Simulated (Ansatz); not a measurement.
## Which isomer of CH3FOS2 gives these data?

These gas-phase data were calculated for one isomer of CH3FOS2 at PBE-D3(BJ)/def2-SVP (harmonic, unscaled wavenumbers; equilibrium rotational constants with average atomic masses):

```
rotational constants            : 7.191, 1.581, 1.488 GHz
all wavenumbers above 1500 cm⁻¹ : 3015, 2935, 2509
```

Candidates:

(1) `FCOSS`, a singlet
(2) `O[C@H](F)SS`, a singlet

Assign the data to one candidate and say why.

Candidate (1). No mode falls between 3300 and 4000 cm⁻¹, where the O–H stretch of (2) would stand.

The same quantities for all candidates:

```tsv
	rotational constants (GHz)	wavenumbers above 1500 cm⁻¹	E above the lowest, PBE-D3(BJ)/def2-SVP (kcal/mol)
(1)	7.191, 1.581, 1.488	3015, 2935, 2509	18.6
(2)	4.673, 2.177, 1.946	3405, 3015, 2533	0.0
```

Harmonic stretches to hydrogen usually lie a few per cent above observed fundamentals. Each candidate is one conformer. Programs: Ansatz 0.2.0.
